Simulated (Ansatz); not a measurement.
# H3SSi: the cost of one run

Computed with Ansatz 0.2.0, Gaussian basis. Level: the settings change from run to run.

## 1. The relaxed structure

The structure was relaxed beforehand with PBE0-D4 in a triple-zeta def2 set.

SMILES `[SiH3][S]`, 5 atoms, charge 0, spin multiplicity 2.

Atoms are counted from 1 here; the program's logs count them from 0.

Bond lengths: Si1–S2 2.120 Å, Si1–H3 1.485 Å, Si1–H4 1.485 Å, Si1–H5 1.489 Å. Angles: S2–Si1–H3 112.2°, S2–Si1–H4 112.2°, S2–Si1–H5 103.6°, H3–Si1–H4 109.4°, H3–Si1–H5 109.7°, H4–Si1–H5 109.7°.

## 2. r2SCANh/aug-cc-pVDZ

Set apart from the defaults: multiplicity 4, D4 dispersion, relativity set to scalar, high accuracy.

Input file in.yaml:

```yaml
crystal:
  periodic: [false, false, false]
  atoms:
    - {symbol: Si, position_ang: [-0.120930, -0.027132, -0.030157]}
    - {symbol: S, position_ang: [1.957819, -0.299860, 0.285379]}
    - {symbol: H, position_ang: [-0.937973, -0.679738, 1.024120]}
    - {symbol: H, position_ang: [-0.554266, -0.517292, -1.363168]}
    - {symbol: H, position_ang: [-0.294850, 1.450323, 0.042425]}
basis:
  gaussian: {orbitals: aug-cc-pVDZ}
magnetization: {spin_polarized: true, initial_magnetization: 3}
hamiltonian: {xc: {name: r2SCANh}, dispersion: d4, pseudopotentials: {relativity: scalar}}
accuracy: high
output: {forces: true}
```

The run is started by

```console
$ ansatz run in.yaml --threads 2 --pin off --events-out ev --progress --plain --max-ram 32768MiB --backend cpu
```

**Question.** How long does this run take on 2 threads of AMD EPYC 7R13, shared host, and how much memory does it need?

About 24 s, with a peak of 0.44 GiB.
